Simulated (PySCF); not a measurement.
**Computed and reference excited states of `[C-]#[O+]`**

Published values to compare with (the computed states carry no symmetry labels, so the two lists aren't matched line by line):

| state | E (eV) | f | kind of transition | source |
| --- | --- | --- | --- | --- |
| a 3Πr | 6.04 |  | Te (adiabatic, minimum to minimum, no zero-point energy) | [1] |
| 3Π(n→π*) | 6.28 |  | vertical absorption | [2] |
| 3Π(n→π*) | 6.32 |  | vertical absorption | [3] |
| a' 3Σ+ | 6.92 |  | Te (adiabatic, minimum to minimum, no zero-point energy) | [1] |
| d 3Δi | 7.58 |  | Te (adiabatic, minimum to minimum, no zero-point energy) | [1] |
| e 3Σ- | 7.96 |  | Te (adiabatic, minimum to minimum, no zero-point energy) | [1] |
| A 1Π | 8.07 |  | Te (adiabatic, minimum to minimum, no zero-point energy) | [1] |
| I 1Σ- | 8.07 |  | Te (adiabatic, minimum to minimum, no zero-point energy) | [1] |
| D 1Δ | 8.17 |  | Te (adiabatic, minimum to minimum, no zero-point energy) | [1] |
| 3Σ+(π→π*) | 8.45 |  | vertical absorption | [2] |
| 1Π(n→π*) | 8.49 | 0.168 | vertical absorption | [2] |
| 1Π(n→π*) | 8.51 |  | vertical absorption | [3] |
| 3Σ+(π→π*) | 8.51 |  | vertical absorption | [3] |
| 3Δ(π→π*) | 9.27 |  | vertical absorption | [2] |
| 3Δ(π→π*) | 9.36 |  | vertical absorption | [3] |
| 3Σ-(π→π*) | 9.80 |  | vertical absorption | [2] |
| 1Σ-(π→π*) | 9.88 |  | vertical absorption | [3] |
| 3Σ-(π→π*) | 9.88 |  | vertical absorption | [3] |
| 1Σ-(π→π*) | 9.92 |  | vertical absorption | [2] |
| 1Δ(π→π*) | 10.06 |  | vertical absorption | [2] |
| 1Δ(π→π*) | 10.23 |  | vertical absorption | [3] |
| 3Σ+(n.d.) | 10.47 |  | vertical absorption | [2] |
| 1Σ+(R, first) | 10.78 |  | vertical absorption | [3] |
| 1Σ+(n.d.) | 10.95 | 0.003 | vertical absorption | [2] |
| 1Σ+(R, second) | 11.40 |  | vertical absorption | [3] |
| 1Σ+(n.d.) | 11.52 | 0.200 | vertical absorption | [2] |
| 1Π(R) | 11.53 |  | vertical absorption | [3] |
| 1Π(n.d.) | 11.72 | 0.106 | vertical absorption | [2] |

[1] measured, gas; Huber, Herzberg, Constants of Diatomic Molecules, NIST Chemistry WebBook
[2] computed, theoretical best estimate (aug-cc-pVTZ, frozen core, CC3 geometry), gas; Veril, Scemama, Caffarel, Lipparini, Boggio-Pasqua, Jacquemin, Loos, WIREs Comput. Mol. Sci. 2021, 11, e1517 (QUESTDB)
[3] measured, gas; Loos, Scemama, Blondel, Garniron, Caffarel, Jacquemin (2018), arXiv:1807.02045, literature column

Compound: CO.
SMILES: `[C-]#[O+]`

Level of theory: TDDFT CAM-B3LYP/aug-cc-pVTZ, vertical, gas phase, core orbitals frozen in the response (PySCF). Geometry: PBE0-D3(BJ)/def2-TZVP; no solvent, vibrations or thermal averaging.

Computed singlets: 8.52 eV (f 0.177 summed over 2 states); 9.80 eV (f 0.000); 10.18 eV (f 0.000 summed over 2 states); 10.77 eV (f 0.000); 11.10 eV (f 0.167); 11.27 eV (f 0.085 summed over 2 states) [of 10 roots; the last level is left out, as the window may have cut its degenerate partner]. Computed triplets (Tamm–Dancoff): 6.13, 6.13, 8.39 eV.

How does the lowest computed singlet compare with the best estimate listed for the lowest singlet (vertical absorption)?

8.52 eV against 8.49 eV for 1Π(n→π*) [2]: a difference of +0.03 eV. Geometry and basis of the two calculations needn't be the same.

How does the lowest computed triplet compare with the best estimate listed for the lowest triplet (vertical absorption)?

6.13 eV against 6.28 eV for 3Π(n→π*) [2]: a difference of -0.15 eV. Geometry and basis of the two calculations needn't be the same.

n.d. means that the source names no orbital transition; it classes the state at 10.47 eV as Rydberg, the state at 10.95 eV as Rydberg, the state at 11.52 eV as Rydberg and the state at 11.72 eV as Rydberg.

Adiabatic (Te) and 0-0 energies refer to the relaxed excited state and aren't the vertical quantity computed here.

Time: 2.7 s wall; peak memory 0.31 GiB. Hardware: one thread of an Arm Neoverse N1, shared host with 64 logical CPUs at a one-minute load of 58.
